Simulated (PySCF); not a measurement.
C₅H₁₁N (charge +1 and doublet state).
Cartesian coordinates in Å at the GFN2-xTB level; atoms count from 1:
```xyz
17
C5H11N angstrom
C      2.1092   -0.0439   -0.1387
C      0.6367    0.1911   -0.4572
C     -0.2820   -1.0407   -0.4749
C     -1.6557   -0.4524   -0.1362
C     -1.3085    0.7021    0.8027
N     -0.0050    1.0771    0.4311
H      2.5318   -0.7282   -0.8683
H      2.2076   -0.4811    0.8530
H      2.6816    0.8801   -0.1682
H      0.6131    0.6528   -1.4669
H      0.0439   -1.7410    0.2963
H     -0.2725   -1.5562   -1.4307
H     -2.3221   -1.1786    0.3203
H     -2.1371   -0.0635   -1.0349
H     -1.3167    0.3691    1.8567
H     -2.0017    1.5528    0.7697
H      0.4705    1.8726    0.8363
```

The hyperfine couplings belong to this conformer and change with its torsions.

The species is `C[C@H]1CCC[NH+]1` [radical] (charge +1).

The calculation used UKS B3LYP, pcH-1 on C H N, non-relativistic, mean-field spin-orbit, GIAO in PySCF 2.14.0. One conformer (not necessarily the lowest) at the GFN2-xTB geometry, without solvent, vibrations or thermal averaging. The geometry wasn't refined by DFT: couplings that depend on bond lengths, twists or pyramidal angles can differ widely from those at the functional's own minimum, by a factor of two or more for some ions and for spin on atoms past the first row. Stability of the SCF solution: not tested.

Principal values of hyperfine tensors in MHz (contact and dipolar terms together), for some of the nuclei:

```json
{"atom": "H10", "isotope": "1H", "A1": "258.90", "A2": "262.97", "A3": "279.95"}
{"atom": "H15", "isotope": "1H", "A1": "224.49", "A2": "228.14", "A3": "244.03"}
{"atom": "H16", "isotope": "1H", "A1": "124.53", "A2": "128.12", "A3": "143.22"}
{"atom": "H17", "isotope": "1H", "A1": "-101.82", "A2": "-68.02", "A3": "-3.83"}
{"atom": "N6", "isotope": "14N", "A1": "-2.12", "A2": "-1.93", "A3": "113.98"}
{"atom": "C5", "isotope": "13C", "A1": "-38.71", "A2": "-32.84", "A3": "-22.92"}
{"atom": "C2", "isotope": "13C", "A1": "-38.42", "A2": "-33.26", "A3": "-20.07"}
{"atom": "H7", "isotope": "1H", "A1": "2.86", "A2": "5.13", "A3": "11.35"}
```

Q: Split each tensor into its isotropic and traceless parts, and turn a_iso into mT with g = 2.0035.

A: a_iso is a third of the trace, T = A − a_iso, and a(mT) = a(MHz)/(g × 13.996).

```tsv
atom	a_iso (MHz)	a_iso (mT)	T1	T2	T3
H10	267.27	9.531	-8.37	-4.31	12.68
H15	232.22	8.281	-7.73	-4.08	11.81
H16	131.96	4.706	-7.43	-3.84	11.27
H17	-57.89	-2.064	-43.93	-10.13	54.06
N6	36.64	1.307	-38.76	-38.58	77.34
C5	-31.49	-1.123	-7.22	-1.35	8.57
C2	-30.58	-1.091	-7.84	-2.68	10.51
H7	6.45	0.230	-3.59	-1.31	4.90
```

Q: What spin density at the nucleus of H16 lies behind its contact coupling (g_N = 5.58569)?

A: a_FC = 800.24 MHz bohr³ × g_N × ρ(0)/(2S). With a_FC = 131.96 MHz and 2S = 1, ρ(0) = 0.02952 bohr⁻³. In magnitude that is 9.3 % of the 1/π = 0.318 of a free hydrogen atom.

Q: C1 (13C, g_N = 1.40482) isn't in the table. Its spin density at the nucleus is 0.02413 bohr⁻³. What is its contact coupling?

A: By the same relation, a_FC = 27.1 MHz. Its full tensor has the principal values 21.80, 22.01, 37.56 MHz.

Q: Which nucleus of the table has the largest anisotropic coupling, and what is its form?

A: N6: -38.8, -38.6, 77.3 MHz, axial, in the ratio −1:−1:+2, the form that spin in one p orbital centred on that nucleus gives.

Q: What first-order splitting does H10 cause when the field lies along A1, A2 or A3 of its tensor (g taken as isotropic, no quadrupole term)?

A: 2 lines (I = 1/2), spaced by |A_i|/(g × 13.996): 9.23, 9.38, 9.98 mT along the axes of A1, A2 and A3.
